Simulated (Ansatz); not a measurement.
How close CCSD(T) comes to the exact answer in a basis

Each species is computed at the geometry given (Å), with frozen cores, in Ansatz 0.2.0: RHF-CCSD(T) for singlets, UHF-CCSD(T) otherwise, and full CI in the same basis. The program picks the determinant by trial CCSD, so it needn't be the lowest Hartree–Fock solution. States: AlH3 A1, PH4⁺ A1, Al–CH2 A2. Cases whose determinant has another symmetry than full CI's state, or whose (Q) step broke down, weren't drawn.

Question: Judging by size, spin and bonding and the diagnostics given, rank them by the size of CCSD(T)'s error in total energy against full CI in the same basis, smallest first (an estimate).
A. PH4⁺, singlet, 6-31G: P 0.000 0.000 0.000; H 0.807 0.810 0.809; H -0.811 -0.806 0.809; H -0.806 0.807 -0.813; H 0.810 -0.811 -0.805. T1 0.004, (T) -21 meV in a correlation energy of -2.50 eV
B. Al–CH2, quartet, 6-31G: Al 0.000 0.000 0.695; C 0.000 0.000 -1.253; H 0.000 0.916 -1.839; H 0.000 -0.916 -1.839. T1 0.021, (T) -60 meV in a correlation energy of -2.96 eV
C. AlH3, singlet, cc-pVDZ: Al 0.016 -0.028 0.000; H 1.602 -0.013 0.000; H -1.276 2.163 -0.004; H -0.763 -1.409 0.003. T1 0.025, (T) -59 meV in a correlation energy of -3.10 eV

Answer: A (7.0 meV), B (18.3 meV), C (24.6 meV).

| species | basis | correlated electrons | CCSD(T) − full CI (meV) | CCSDT(Q) − full CI (meV) | unpaired electrons (full CI) | T1 | ⟨S²⟩ of the determinant |
| --- | --- | --- | --- | --- | --- | --- | --- |
| PH4⁺, singlet | 6-31G | 8 | 7.0 | 0.1 | 0.03 | 0.004 | 0.00 |
| Al–CH2, quartet | 6-31G | 9 | 18.3 | -0.6 | 3.03 | 0.021 | 3.76 |
| AlH3, singlet | cc-pVDZ | 6 | 24.6 | 0.7 | 0.17 | 0.025 | 0.00 |

Unpaired electrons are Σ n²(2−n)² over natural occupations; an open shell counts its own unpaired electrons too. Frozen cores follow each run's orbitals, which moves totals by a few meV.
